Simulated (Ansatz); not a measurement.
Results of the Gaussian-basis code of Ansatz.

A structure relaxed at PBE0-D4/def2-TZVP, charge 0, multiplicity 1:

```csv
atom,x (Å),y (Å),z (Å)
C1,1.0989,0.7319,-0.2272
C2,0.3656,-0.4096,0.4702
C3,-1.0315,-0.5151,0.0695
C4,-2.1734,-0.5794,-0.2763
F5,-3.3951,-0.6559,-0.6398
H6,1.0862,0.5972,-1.3101
H7,0.6282,1.6904,-0.0021
H8,2.1392,0.7738,0.1021
H9,0.8680,-1.3589,0.2582
H10,0.4140,-0.2745,1.5555
```

Task: Give its formula and SMILES.

Result: C4H5F, `CCC#CF`.

Task: Point group (tolerance 0.08 Å, 0.16 Å for H)?

Result: Cs.

Task: Summarise the bond lengths by kind.

Result: 3 × C–C 1.195 to 1.525 Å; 5 × C–H 1.091 to 1.095 Å; 1 × C–F 1.277 Å.
